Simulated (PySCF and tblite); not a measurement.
Results of a calculation; reference values are marked as such.
C₃H₃FO₂, numbered as in [O:1]=[C:2]([OH:3])/[CH:4]=[CH:5]/[F:6].

Search: ETKDG and KDG, MMFF94s, GFN2-xTB, 90 starts; geometries at GFN2-xTB. Energies: PBE0-D3(BJ)/pcSseg-1, with GFN2-xTB thermal terms (plain harmonic). Symmetry numbers and mirror images are counted. Conformers within 2.5 kcal/mol (GFN2-xTB free energy) were kept, 10 at most. GIAO shieldings: PBE0/pcSseg-1. Shifts are against TMS (¹H), TMS (¹³C), CFCl3 (¹⁹F) at the same level. Codes: tblite and PySCF.

Torsions listed: O1–C2–O3–H3, O3–C2–C4–C5.

| conformer | shape | symmetry | E(GFN2) kcal/mol | E(DFT) kcal/mol |
| --- | --- | --- | --- | --- |
| 1 | 0°, 180° | Cs | 0.00 | 0.00 |
| 2 | 0°, 0° | Cs | 0.54 | 0.37 |

Q: How much do the weights at 298.15 K and the averaged shift of C2 depend on how the conformers are weighted?

A: 
| weighting | 1 (%) | 2 (%) | δ (ppm) | rms dipole (D) |
| --- | --- | --- | --- | --- |
| DFT energy with thermal terms, symmetry and mirror images (full scheme) | 62 | 38 | 169.5 | 1.52 |
| DFT energy with symmetry and mirror images | 65 | 35 | 169.5 | 1.50 |
| bare DFT energy | 65 | 35 | 169.5 | 1.50 |
| GFN2-xTB energy with symmetry and mirror images | 71 | 29 | 169.7 | 1.42 |
| GFN2-xTB free energy | 69 | 31 | 169.6 | 1.45 |
| leading conformer alone | 100 | 0 | 170.2 | 1.03 |
| equal weights | 50 | 50 | 169.2 | 1.66 |
| full scheme, search stopped after three starts | 0 | 100 | 168.2 | 2.10 |

The largest departure from the full scheme, 1.3 ppm, comes with: full scheme, search stopped after three starts.

The minima are those of GFN2-xTB; planar forms about aryl–S or allylic bonds may be saddles in DFT.


Conformer gaps in pcSseg-1 on xTB geometries can be 2 kcal/mol off for S=O, P=O and other polar bonds.